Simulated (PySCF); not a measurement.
Level sweep

Compound: C5H10O.
Z-matrix (Å and degrees, PBE0-D3(BJ)/def2-SVP geometry), rows numbered from 1:
```
C 
C   1  1.3366
C   2  1.5055  1  123.13
C   3  1.5279  2  113.22  1    98.44
C   2  1.5078  1  121.25  3   179.39
O   5  1.3955  2  115.18  1   -11.57
H   1  1.0933  2  121.27  3     1.14
H   1  1.0927  2  120.77  3   179.94
H   3  1.1009  2  109.29  1   -23.97
H   3  1.1046  2  109.13  1  -139.71
H   4  1.1005  3  111.10  2   179.82
H   4  1.1004  3  110.76  2   -60.12
H   4  1.1010  3  111.80  2    59.81
H   5  1.1107  2  108.83  1  -138.15
H   5  1.1045  2  108.42  1   107.78
H   6  0.9638  5  107.37  2   -57.94
```

PySCF, dipoles from the SCF density, polarisabilities from static response with core orbitals frozen. One conformer (not necessarily the lowest) at the PBE0-D3(BJ)/def2-SVP geometry, without solvent, vibrations or thermal averaging.

**Question.** How do dipole and polarisability depend on functional and basis here?

**Answer.** 

| level | μ (D) | α (Å³) | anisotropy (Å³) |
| --- | --- | --- | --- |
| LDA/def2-SVPD | 1.817 | 10.55 | 2.75 |
| PBE/def2-SVPD | 1.742 | 10.41 | 2.74 |
| B3LYP/def2-SVPD | 1.816 | 10.13 | 2.65 |
| PBE0/def2-SVPD | 1.811 | 10.02 | 2.63 |
| BHandHLYP/def2-SVPD | 1.885 | 9.79 | 2.59 |
| CAM-B3LYP/def2-SVPD | 1.870 | 9.97 | 2.58 |
| wB97X-D/def2-SVPD | 1.849 | 9.97 | 2.56 |
| LC-wPBE/def2-SVPD | 1.885 | 9.71 | 2.52 |
| HF/def2-SVPD | 1.944 | 9.51 | 2.61 |
| PBE0/6-31G* | 1.737 | 8.27 | 3.16 |
| PBE0/6-31+G* | 1.936 | 9.44 | 2.80 |
| PBE0/def2-SVP | 1.715 | 8.61 | 2.98 |
| PBE0/aug-cc-pVDZ | 1.757 | 10.28 | 2.66 |
| PBE0/def2-TZVP | 1.735 | 9.72 | 2.85 |

The anisotropy is √(½[(α1 − α2)² + (α2 − α3)² + (α3 − α1)²]). The dipole runs from 1.72 D (PBE0/def2-SVP) to 1.94 D (HF/def2-SVPD). No reference polarisability is at hand; against PBE0 in the largest diffuse basis at hand (aug-cc-pVDZ) the other PBE0 rows deviate by 6-31G* -20%, 6-31+G* -8%, def2-SVP -16%, def2-SVPD -2%, def2-TZVP -5%. In one basis (def2-SVPD) the functionals order the polarisability from HF (lowest) to LDA (highest), a spread of 11%. With PBE0 the polarisability is 8.87 Å³ without diffuse functions (mean of 6-31G*, def2-SVP and def2-TZVP) and 9.91 Å³ with them (mean of 6-31+G*, def2-SVPD and aug-cc-pVDZ).
